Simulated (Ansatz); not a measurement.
The reference is ZrC in the rock salt structure (space group Fm-3m, No. 225; a = 4.6689 Å).

Computed with plane-wave PAW DFT at the PBEsol level (Ansatz, a quantum-chemistry and plane-wave program, 420 eV), spin-orbit coupling left out.

Now apply this change: full substitution Zr → Hf; the structure is relaxed again.

Measured lattice parameter a: ZrC 4.696 Å (temperature not stated; as listed in Guo-Xu Zhang et al., New Journal of Physics (2018)); HfC 4.638 Å (temperature not stated; as listed in Guo-Xu Zhang et al., New Journal of Physics (2018)).

How well does PBEsol reproduce the measured shift?

With PBEsol the lattice parameter a moves by -0.062 Å (4.669 → 4.607) against -0.058 Å measured.

Stability against distortions was not tested. All final runs are without spin polarisation.
